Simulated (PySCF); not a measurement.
An unknown is described by computed data only.

Formula: AlClH2.

- UV, strongest line: among the 15 lowest singlet transitions: S10 at 9.09 eV (136 nm, f = 0.347) [TDDFT CAM-B3LYP/def2-SVPD]
- Rotational structure: rotational constants A, B, C: 127.865, 6.747, 6.409 GHz [PBE0-D3(BJ)/def2-SVP]
- Dipole: 1.44 D [CAM-B3LYP/def2-SVPD]
- Polarisability: 42.1 au [CAM-B3LYP/def2-SVPD]
- UV, first state: lowest singlet excitation: 5.52 eV (225 nm, f = 0.000) [TDDFT CAM-B3LYP/def2-SVPD]
- XPS: Cl2p3/2 205.9, Al1s 1568.3, Cl1s 2828.5 eV [ΔSCF SCAN, pcX-2 on the ionised atom, pcseg-1 elsewhere, spin-free X2C, 2p3/2 from a spin–orbit splitting computed afterwards within the 2p shell]
- Triplet: lowest triplet excitation (Tamm–Dancoff): 5.10 eV [TDA CAM-B3LYP/def2-SVPD]
- NMR, other nuclei: isotropic shieldings of nuclei other than C and H, by class: 322 (1 Al), 844 (1 Cl) ppm [GIAO B3LYP/pcSseg-1 (pcSseg-2 on Al)]
- 1H NMR: chemical shifts (computed TMS as zero) by class: 5.08 (2 H) ppm [GIAO B3LYP/pcSseg-1 (pcSseg-2 on Al)]

Gas-phase values; electronic properties from PySCF, density fitting. Levels stand in brackets. Geometry: PBE0-D3(BJ)/def2-SVP; no solvent, vibrations or thermal averaging. NMR values are class means; diastereotopic atoms form classes of their own.

Question: Give a SMILES that accounts for the data.

Answer: All hydrogens form one class (5.08 ppm): hydrogen on aluminium. The other shieldings belong to: 322 ppm, aluminium bonded to Cl and 2 H; 844 ppm, chlorine bonded to Al. The core levels belong to: Cl2p3/2 205.9 eV, chlorine bonded to Al; Al1s 1568.3 eV, aluminium bonded to Cl and 2 H; Cl1s 2828.5 eV, chlorine bonded to Al. The optimised geometry has point group C2v and is an asymmetric top. Structure: AlH2Cl, `[H][Al]([H])[Cl]`.
